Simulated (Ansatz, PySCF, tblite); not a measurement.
Potential energy curve for HF, singlet. Each curve is given relative to its own lowest point near equilibrium.

```tsv
R / Å	A	B	C
0.69	307.3	322.9	330.5
0.73	190.0	202.4	197.5
0.79	79.4	86.7	78.2
0.82	45.7	50.7	43.7
0.87	12.4	14.5	11.1
0.89	5.3	6.6	4.6
0.92	0.0	0.5	0.0
0.95	0.0	0.0	0.3
0.98	4.1	4.2	4.3
1.02	14.7	15.6	13.8
1.08	38.5	41.9	33.6
1.15	73.7	82.1	61.1
1.24	124.8	142.6	98.8
1.37	201.2	218.3	153.8
1.50	274.0	258.7	206.9
1.66	354.2	283.8	266.1
1.85	434.4	297.6	325.3
2.02	493.2	303.5	367.5
2.27	560.2	307.7	413.4
2.46	598.6	309.3	438.1
2.77	643.8	310.8	—
3.26	685.2	311.8	—
3.66	702.9	312.0	—
```

Energies in kJ/mol.

Q: Which curve belongs to which method? The methods are GFN2-xTB, 300 K electronic temperature run with tblite; restricted PBE/cc-pVDZ in Ansatz (a quantum-chemistry and plane-wave program); unrestricted Hartree-Fock/3-21G (PySCF).

A: A is RKS-PBE; B is UHF/3-21G; C is GFN2-xTB.

Dashes: no converged value, or the column stops at the first point that the program doubted or that broke a chosen test of continuity, which isn't proof of a fault.

The restricted form behind RKS-PBE keeps the bonding electrons paired and can't separate into open-shell fragments. The unrestricted determinant behind UHF/3-21G is spin-contaminated at 1.37 to 3.66 Å (<S²> up to 1.0, against 0.00 for a pure singlet).
